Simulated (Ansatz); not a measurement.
A nudged elastic band was laid between two geometries of H5NOSi (8 atoms, charge 0, multiplicity 1).

Theory: RKS PBE/def2-SVP (Ansatz 0.2.0).

```json
{
  "movable images": "5",
  "climbing image": "yes",
  "spring": "5.0 eV/Å²",
  "optimiser": "quadratic models (default)",
  "start path": "through a guess of the saddle point",
  "force threshold": "0.03 eV/Å",
  "iteration limit": "60",
  "end points": "relaxed"
}
```

Image 0:

```xyz
8
Properties=species:S:1:pos:R:3
Si 0.139 0.070 0.390
H -0.104 -0.079 1.869
N 1.867 0.055 0.235
H 2.438 -0.549 0.829
H 2.315 0.209 -0.672
H -0.384 1.358 -0.162
O -0.738 -1.081 -0.480
H -0.580 -2.000 -0.199
```

Image 6:

```xyz
8
Properties=species:S:1:pos:R:3
Si -0.550 0.250 0.211
H 1.650 -0.236 1.737
N 1.491 0.043 0.759
H 1.787 -0.738 0.150
H 2.081 0.864 0.556
H 0.024 1.047 -0.993
O -0.471 -1.320 -0.545
H -1.060 -1.926 -0.063
```

**Question.** Which bonds break or form, and what moves?

**Answer.** Bonds broken: Si1–H2. Bonds formed: H2–N3.

**Question.** What energy profile does the band end with?

**Answer.** It converged. The highest image is number 3 of 0 to 6, 2.69 eV above the first end and 1.33 eV above the last; the last end lies 1.36 eV above the first. Neighbouring images differ by up to 1.3 eV, so the band resolves the path poorly. A vibrational analysis at the climbing image gives one clearly imaginary mode, 1333i cm⁻¹: a first-order saddle point. The orbitals stay closed-shell, which can raise the energy where a bond breaks towards radicals; this wasn't checked here.

| image | path coordinate (Å) | energy (eV) | Si1–H2 (Å) | H2–N3 (Å) |
| --- | --- | --- | --- | --- |
| 0 | 0.00 | 0.00 | 1.51 | 2.56 |
| 1 | 0.58 | 0.18 | 1.50 | 2.39 |
| 2 | 1.16 | 1.38 | 1.51 | 1.92 |
| 3 | 1.75 | 2.69 | 1.66 | 1.38 |
| 4 | 2.56 | 1.52 | 2.40 | 1.03 |
| 5 | 3.38 | 1.39 | 2.74 | 1.03 |
| 6 | 4.19 | 1.36 | 2.72 | 1.03 |

**Question.** What is the geometry of the highest image?

**Answer.** 
```xyz
8
Properties=species:S:1:pos:R:3:forces:R:3
Si -0.193 -0.065 0.424 0.00 0.00 0.00
H 0.965 0.254 1.567 0.00 0.00 0.00
N 1.721 0.038 0.437 0.00 0.00 0.00
H 2.226 -0.794 0.767 0.00 0.00 0.00
H 2.339 0.626 -0.150 0.00 0.00 0.00
H -0.382 1.234 -0.327 0.00 0.00 0.00
O -0.768 -1.231 -0.675 0.00 0.00 0.00
H -0.956 -2.078 -0.232 0.00 0.00 0.00
```

The band took 15 iterations and roughly 2.1 core-minutes.

The run took 2.1 min on 1 thread of Arm Neoverse V1, on a shared host, peak memory 0.12 GiB.
